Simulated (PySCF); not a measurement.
Basis and Hamiltonian dependence of the ionisation energy of C

C [He] 2s2 2p2 (3P) → C⁺ [He] 2s2 2p1 (2P). Calculated with PySCF 2.14 from differences of total energies of unrestricted determinants, without spin-orbit coupling. Values in eV.

| basis | Hamiltonian | functions | UHF | r2SCAN | PBE0 | MP2 (valence) | CCSD(T) (valence) | CCSD(T) (valence and next inner shell) |
| --- | --- | --- | --- | --- | --- | --- | --- | --- |
| def2-SVP | non-relativistic | 14 | 10.913 | 11.740 | n/a | 11.138 | 10.988 | n/a |
| cc-pVTZ-DK | spin-free X2C | 30 | 10.794 | n/a | n/a | 11.235 | 11.162 | n/a |
| pcseg-2 | non-relativistic | 30 | 10.788 | n/a | n/a | 11.207 | 11.124 | n/a |
| x2c-TZVPall | spin-free X2C | 31 | 10.797 | n/a | n/a | 11.237 | 11.166 | n/a |
| def2-TZVP | non-relativistic | 31 | 10.801 | n/a | 11.510 | 11.242 | 11.169 | n/a |
| def2-TZVPPD | non-relativistic | 37 | 10.802 | 11.667 | 11.511 | 11.245 | 11.176 | 11.190 |
| def2-QZVPPD | non-relativistic | 63 | 10.801 | 11.664 | 11.512 | 11.279 | 11.204 | 11.228 |
| x2c-QZVPPall with one added diffuse shell each of s, p, d, f type | spin-free X2C | 73 | 10.797 | 11.661 | 11.509 | 11.277 | 11.203 | 11.227 |
| dyall-acv3z | non-relativistic | 76 | 10.801 | 11.674 | 11.515 | 11.254 | 11.184 | 11.202 |
| dyall-acv3z | spin-free X2C | 76 | 10.797 | 11.670 | 11.511 | 11.250 | 11.180 | 11.198 |
| aug-cc-pVQZ | non-relativistic | 80 | 10.799 | 11.667 | 11.514 | 11.283 | 11.207 | n/a |
| aug-cc-pVQZ-DK | spin-free X2C | 80 | 10.795 | 11.663 | 11.510 | 11.279 | 11.204 | n/a |
| aug-cc-pwCVQZ | non-relativistic | 109 | 10.799 | 11.668 | 11.514 | 11.286 | n/a | n/a |
| aug-cc-pCVQZ-DK | spin-free X2C | 109 | 10.795 | 11.664 | 11.510 | 11.281 | n/a | n/a |

Frozen in the all-electron rows: valence: 1s2; valence and next inner shell: nothing.

Reference for a calculation without spin-orbit coupling: 11.262 eV (measured, between term centres; NIST).
